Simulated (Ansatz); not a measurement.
Geometry optimisation, RKS PBE/STO-3G in Ansatz.

Input file:

```yaml
crystal:
  periodic: [false, false, false]
  atoms:
    - { symbol: C, position_ang: [-0.5968, -1.4695, 1.6556] }
    - { symbol: C, position_ang: [0.0331, -0.4073, 1.1018] }
    - { symbol: C, position_ang: [-0.0603, 0.0754, -0.3449] }
    - { symbol: C, position_ang: [1.3579, -0.2278, -1.0548] }
    - { symbol: C, position_ang: [-0.3176, 1.5683, -0.398] }
    - { symbol: O, position_ang: [-1.0725, -0.5836, -1.0323] }
    - { symbol: H, position_ang: [-1.3006, -2.0334, 1.0647] }
    - { symbol: H, position_ang: [-0.4733, -1.6715, 2.6818] }
    - { symbol: H, position_ang: [0.7314, 0.1556, 1.7894] }
    - { symbol: H, position_ang: [1.2378, 0.0757, -2.0773] }
    - { symbol: H, position_ang: [1.4692, -1.3172, -1.04] }
    - { symbol: H, position_ang: [2.1569, 0.2696, -0.5644] }
    - { symbol: H, position_ang: [0.4195, 2.1876, 0.09] }
    - { symbol: H, position_ang: [-0.4411, 1.9305, -1.3996] }
    - { symbol: H, position_ang: [-1.2735, 1.7926, 0.1145] }
    - { symbol: H, position_ang: [-1.893, -0.3675, -0.5421] }
basis:
  gaussian: { orbitals: STO-3G }
hamiltonian:
  xc: pbe
relax:
  f_tol: 0.02
  max_steps: 50
output:
  orbitals: {}
```

Run as:

```bash
$ ansatz run input.yaml --threads 1 --pin off --max-ram 2048MiB --backend cpu --events-out ev --progress --plain --runs-dir out
```

Task: Where does it end, and by what steps?

Result: The forces met the threshold. Limits of this set-up: minimal basis. After 9 steps the energy has fallen by 0.668 eV; H7 moved furthest, 0.12 Å.

| step | energy less start (eV) | largest force component (eV/Å) | accepted |
| --- | --- | --- | --- |
| 0 | 0.0000 | 3.858 | yes |
| 1 | -0.5464 | 1.247 | yes |
| 2 | -0.6427 | 0.724 | yes |
| 3 | -0.6556 | 0.367 | yes |
| 4 | -0.6371 | 0.675 | no |
| 5 | -0.6663 | 0.187 | yes |
| 6 | -0.6673 | 0.039 | yes |
| 7 | -0.6604 | 0.300 | no |
| 8 | -0.6675 | 0.022 | yes |
| 9 | -0.6676 | 0.018 | yes |

```xyz
16
Properties=species:S:1:pos:R:3
C -0.584 -1.448 1.660
C 0.051 -0.373 1.168
C -0.055 0.071 -0.328
C 1.294 -0.257 -1.066
C -0.332 1.626 -0.384
O -1.091 -0.690 -1.058
H -1.210 -2.074 1.002
H -0.504 -1.754 2.715
H 0.691 0.259 1.812
H 1.245 0.087 -2.116
H 1.475 -1.348 -1.055
H 2.138 0.250 -0.563
H 0.484 2.183 0.114
H -0.398 1.959 -1.437
H -1.283 1.870 0.127
H -1.943 -0.385 -0.547
```

Run time: 38 s on 1 thread of Arm Neoverse V1, on a shared host, peak memory 0.11 GiB.
